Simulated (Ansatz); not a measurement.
We consider hcp Cd, described by PBE-D3(BJ) (PAW; Ansatz, a first-principles code).

Settings: plane-wave cutoff 520 eV, 24×24×10 k mesh (along the axes of the cell as run), Fermi–Dirac smearing 0.05 eV, scalar-relativistic PAW data made under PBE.

Response to compression and expansion:

Shape and atoms are relaxed at each volume.

```tsv
V (Å³/atom)	P (GPa)	c (Å)	a (Å)
20.497	2.35	5.413	2.957
20.924	1.12	5.493	2.966
21.351	0.00	5.560	2.978
21.778	-0.97	5.629	2.989
22.205	-1.82	5.696	3.000
```

Note: the bulk modulus comes from volumes at which shape and atoms were relaxed.
